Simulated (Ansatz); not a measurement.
```yaml
crystal:
  periodic: [false, false, false]
  atoms:
    - {symbol: B, position_ang: [-1.765313, -0.761012, -0.006895]}
    - {symbol: Ge, position_ang: [-0.410184, 0.476850, 0.003903]}
    - {symbol: Cl, position_ang: [1.378743, -0.744961, -0.005894]}
basis:
  gaussian: {orbitals: def2-TZVP}
hamiltonian: {xc: pbe0}
relax: {f_tol: 0.004, max_steps: 80}
```

```sh
$ ansatz run in.yaml --threads 1 --pin off --events-out ev --progress --plain --max-ram 2176MiB
```

Steps of the relaxation (energy above the last step; positions in Å, forces in eV/Å):

```
3
step 1, 865.2 meV
B    -1.765   -0.761   -0.007   -1.896   -1.692   -0.015
Ge   -0.410    0.477    0.004    1.772    1.747    0.015
Cl    1.379   -0.745   -0.006    0.125   -0.055    0.000
```

```
3
step 2, 742.8 meV
B    -1.817   -0.773   -0.007   -0.890   -0.759   -0.007
Ge   -0.389    0.482    0.004    0.886    0.743    0.007
Cl    1.409   -0.739   -0.006    0.003    0.016    0.000
```

```
3
step 3, 699.9 meV
B    -1.877   -0.781   -0.007   -0.116   -0.091   -0.001
Ge   -0.364    0.479    0.004    0.143    0.069    0.001
Cl    1.443   -0.727   -0.006   -0.027    0.022    0.000
```

```
3
step 4, 698.2 meV
B    -1.888   -0.781   -0.007   -0.114   -0.112   -0.001
Ge   -0.358    0.476    0.004    0.125    0.121    0.001
Cl    1.449   -0.724   -0.006   -0.010   -0.008    0.000
```

```
3
step 10, 293.9 meV
B    -1.721   -0.976   -0.009    0.316   -0.035    0.000
Ge   -0.264    0.804    0.007   -0.002    0.099    0.001
Cl    1.188   -0.857   -0.007   -0.314   -0.064   -0.001
```

```
3
step 11, 142.7 meV
B    -1.526   -1.015   -0.009    0.468    0.076    0.001
Ge   -0.278    0.905    0.008   -0.022   -0.083   -0.001
Cl    1.007   -0.920   -0.007   -0.446    0.007    0.000
```

```
3
step 12, 9.8 meV
B    -1.337   -1.044   -0.009    0.235    0.095    0.001
Ge   -0.293    0.981    0.008   -0.073   -0.039    0.000
Cl    0.833   -0.965   -0.008   -0.161   -0.055   -0.001
```

```
3
step 13, 5.9 meV
B    -1.303   -1.040   -0.009    0.108   -0.026    0.000
Ge   -0.314    0.996    0.008    0.153   -0.213   -0.002
Cl    0.820   -0.986   -0.008   -0.260    0.239    0.002
```

```
3
step 16, 0.0 meV
B    -1.288   -1.045   -0.009    0.001    0.001    0.000
Ge   -0.306    0.994    0.008    0.000   -0.002    0.000
Cl    0.796   -0.978   -0.008    0.000    0.001    0.000
```

Close pairs at the end: B1–Cl3 2.085 Å, Ge2–Cl3 2.259 Å, B1–Ge2 2.264 Å.

A stationary point of restricted PBE0 after 16 steps (its stability towards spin polarisation wasn't tested); no frequencies were run, so it isn't proven a minimum. 1.8 min on 1 thread of Arm Neoverse V1, shared host.
